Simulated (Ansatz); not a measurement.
This was printed by a script on Ansatz 0.2.0 through its Python package, for a ladder of methods at one geometry of BH3Si, SMILES B[SiH]. What did the script look like? Use (for the species named): MP2, cc-pVDZ basis, multiplicity 3. The script varies method: mp2, ccsd, ccsd_t.

Contents of `bh3si.xyz`:
```text
5

B    -0.69460    0.00700    0.03260
Si    1.10240   -0.54860    0.50730
H    -1.46780   -0.78460   -0.38010
H    -1.01420    1.13750    0.15380
H     2.07420    0.18870   -0.31360
```

Output of `python bh3si.py`:
```text
Hartree-Fock reference -315.254791 Ha
mp2      total -315.403015 Ha  correlation   -4.0334 eV  (77.5 % of the last)
ccsd     total -315.441033 Ha  correlation   -5.0679 eV  (97.4 % of the last)
ccsd_t   total -315.446058 Ha  correlation   -5.2046 eV  (100.0 % of the last)
```

One script that gives this output:

`bh3si.py`
```python
import ansatz as az

bh3si = az.Crystal.molecule_from_extxyz('bh3si.xyz')

calc = bh3si.calculation().basis(gaussian='cc-pVDZ').spin('collinear', total=2)

methods = ['mp2', 'ccsd', 'ccsd_t']
reports = [calc.correlation(m).run(threads=1, pin='off').report for m in methods]
print(f'Hartree-Fock reference {reports[0]["reference_energy_ev"] / 27.211386246:.6f} Ha')
best = reports[-1]['free_energy_ev'] - reports[-1]['reference_energy_ev']
for method, each in zip(methods, reports):
    gained = each['free_energy_ev'] - each['reference_energy_ev']
    print(f'{method:8s} total {each["free_energy_ev"] / 27.211386246:.6f} Ha  correlation {gained:9.4f} eV  ({100 * gained / best:.1f} % of the last)')
```

What to keep in mind:
- Total energies depend on the basis set; only differences at equal settings carry meaning.
- The geometry is a force-field or estimated start, not a minimum of this method, and the basis set is short of its limit. A lower total doesn't mark the better method: functionals have no common bound, and MP2 and coupled cluster aren't variational.
- The species is open-shell (spin multiplicity 3).
- Inner cores stay frozen, so this is valence correlation.
- For Al to Cl the sets with a tight d function, cc-pV(X+d)Z, are usual.
- It ran for 2.9 s on 1 thread of Arm Neoverse V1 (shared host), peak memory 0.18 GiB.

(Lines on the test bed's own set-up are left out of the output.)
